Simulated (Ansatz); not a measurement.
Geometry optimisation of AlH3N (`[NH2][AlH]`) radical.

```yaml
crystal:
  periodic: [false, false, false]
  atoms:
    - {symbol: N, position_ang: [-0.115780, -0.664475, 0.176740]}
    - {symbol: Al, position_ang: [0.852298, 0.845235, 0.123102]}
    - {symbol: H, position_ang: [0.147553, -1.524673, 0.664279]}
    - {symbol: H, position_ang: [-1.024087, -0.792503, -0.282421]}
    - {symbol: H, position_ang: [0.189916, 2.062717, -0.723199]}
basis:
  gaussian: {orbitals: def2-TZVP}
magnetization: {spin_polarized: true, initial_magnetization: 1}
hamiltonian: {xc: pbe0, dispersion: d4}
relax: {f_tol: 0.005, max_steps: 150}
```

```sh
$ ansatz run in.yaml --threads 2 --pin off --events-out ev --progress --plain
```

Shortened log:

```
Functional definition: PBE0
mean field -8131.22200499 eV, -298.8168971432 hartree, gradient 7.2e-5 eV, S^2 0.753076; 0 other end points of the search recorded, 0 dependent functions left out
relax step   1: F+E_penalty+E_count = -8131.27046713 eV  Δ(F+E_penalty+E_count) = +0.000e0 eV  max|allowed force component| = 6.339e-1 eV/Å  Δτ_max = 0.0000 Å  (28 SCF iters, accepted)
mean field -8131.23929829 eV, -298.8175326600 hartree, gradient 5.8e-6 eV, S^2 0.752907; 0 other end points of the search recorded, 0 dependent functions left out
relax step   2: F+E_penalty+E_count = -8131.28783547 eV  Δ(F+E_penalty+E_count) = -1.737e-2 eV  max|allowed force component| = 1.749e-1 eV/Å  Δτ_max = 0.0156 Å  (32 SCF iters, accepted)
mean field -8131.24123238 eV, -298.8176037367 hartree, gradient 6.5e-6 eV, S^2 0.752851; 0 other end points of the search recorded, 0 dependent functions left out
relax step   3: F+E_penalty+E_count = -8131.28983212 eV  Δ(F+E_penalty+E_count) = -1.997e-3 eV  max|allowed force component| = 1.462e-2 eV/Å  Δτ_max = 0.0079 Å  (32 SCF iters, accepted)
mean field -8131.24126429 eV, -298.8176049093 hartree, gradient 6.5e-6 eV, S^2 0.752845; 0 other end points of the search recorded, 0 dependent functions left out
relax step   4: F+E_penalty+E_count = -8131.28986049 eV  Δ(F+E_penalty+E_count) = -2.837e-5 eV  max|allowed force component| = 1.034e-2 eV/Å  Δτ_max = 0.0039 Å  (32 SCF iters, accepted)
mean field -8131.24126582 eV, -298.8176049655 hartree, gradient 2.0e-5 eV, S^2 0.752850; 0 other end points of the search recorded, 0 dependent functions left out
relax step   5: F+E_penalty+E_count = -8131.28986744 eV  Δ(F+E_penalty+E_count) = -6.955e-6 eV  max|allowed force component| = 5.699e-3 eV/Å  Δτ_max = 0.0025 Å  (25 SCF iters, accepted)
mean field -8131.24127803 eV, -298.8176054145 hartree, gradient 1.4e-5 eV, S^2 0.752850; 0 other end points of the search recorded, 0 dependent functions left out
relax step   6: F+E_penalty+E_count = -8131.28987781 eV  Δ(F+E_penalty+E_count) = -1.037e-5 eV  max|allowed force component| = 3.367e-4 eV/Å  Δτ_max = 0.0020 Å  (25 SCF iters, accepted)
mean field -8131.24127803 eV, -298.8176054145 hartree, gradient 1.8e-5 eV, S^2 0.752850; 1 other end points of the search recorded, 0 dependent functions left out
Total energy: -8131.28990568 eV, -298.8193924476 hartree
Atom 0 at    -0.116621    -0.660837     0.175058 Å, force    -0.000087    -0.000099    -0.000236 eV/Å
Atom 1 at     0.836567     0.833859     0.120762 Å, force    -0.000020    -0.000277     0.000041 eV/Å
Atom 2 at     0.148535    -1.505320     0.655472 Å, force     0.000263     0.000337     0.000188 eV/Å
Atom 3 at    -1.010336    -0.782830    -0.277420 Å, force    -0.000268    -0.000204    -0.000046 eV/Å
Atom 4 at     0.191755     2.041428    -0.715370 Å, force     0.000112     0.000243     0.000053 eV/Å
Dipole moment:    -0.076208    -0.234021     0.049315 e Å
```

Run time 5.5 s (2 threads of a server CPU on a shared host); peak host memory 0.17 GiB.
